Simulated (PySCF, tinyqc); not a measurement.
Worked calculation: RHF in the sto-3g basis, for H2O, spin multiplicity 1. The lowest restricted solution is unstable here: a spin-polarised one lies 0.0062 hartree lower (PySCF). One step of it, computed by the program tinyqc.

Task: Iteration 2: DIIS coefficients. Solve [B -1; -1 0][c; lambda] = [0; -1] for the coefficients, which sum to one.

B (overlaps of the stored error matrices):
```
                1               2
1   1.6966128e+00  -4.4224688e-01
2  -4.4224688e-01   2.8911846e-01
```

Give: DIIS coefficients.

Result:

DIIS coefficients: 0.2548  0.7452
